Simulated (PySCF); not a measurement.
# C4NS: the cost of one run

Programs: PySCF 2.14.0, with density-fitted response routines of our own. Each step states its level of theory. These are calculated values for one molecule in the gas phase, unless marked as measured. Atoms count from 0, in the outputs and in this text.

### Step 1. Starting geometry

6 atoms, charge 0, multiplicity 2; geometry from: GFN2-xTB.

Bonds of the start (Å): N0–C1 1.16, C1–C2 1.33, C2–C3 1.25, C3–C4 1.29, C4–S5 1.56.

### Step 2. Geometry optimisation at PBE0-D3(BJ)/def2-TZVP

What the job is given:

```
{"job": {"xc": "PBE0", "basis": "def2-TZVP", "d3": "d3bj", "grid": 2, "kind": "geom"}, "charge": 0, "multiplicity": 2}
N      0.000000     0.000000    -3.170880
C      0.000000     0.000000    -2.008940
C      0.000000     0.000000    -0.677900
C      0.000000     0.000000     0.575020
C      0.000000     0.000000     1.861580
S      0.000000     0.000000     3.421110
```

**Question.** How long does this first job take on 4 threads of Arm Neoverse V2, shared host?

About 71 s.
